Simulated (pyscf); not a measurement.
A first-order saddle from PySCF, ωB97X-D3(BJ)/def2-SVP:

```xyz
7

Cl    -0.2529     1.4451    -0.8762
Ti     0.2846    -0.3092     0.2640
Cl     2.0515     1.0491     1.5996
Cl     1.8344    -1.5701    -0.5589
H     -0.0184    -0.3280     1.9839
F     -1.1133    -1.2953     0.1209
H      0.9361     0.3425     2.1295
```
Charge 0, spin multiplicity 1.

Surface: singlet, charge 0. Lowest wavenumbers (cm⁻¹): 461i, 90, 101, 150, 190.

### Question
Name the species on either side of this saddle.

### Answer
F–Ti(Cl)(Cl)–Cl (SMILES [F][Ti]([Cl])([Cl])[Cl]) + H₂ (SMILES [H][H]) ⇌ F–TiH(Cl)–Cl (SMILES [F][TiH]([Cl])[Cl]) + HCl (SMILES Cl), a four-centre exchange read from left to right: Cl–Ti, H–H broken and H–Ti, Cl–H formed. At ωB97M-D3(BJ)/def2-TZVP it lies +41.3 kcal/mol from the left side and +6.6 kcal/mol from the right (each side as separated species at their lowest minima found). One saddle was located; it need not be the lowest between these sides.
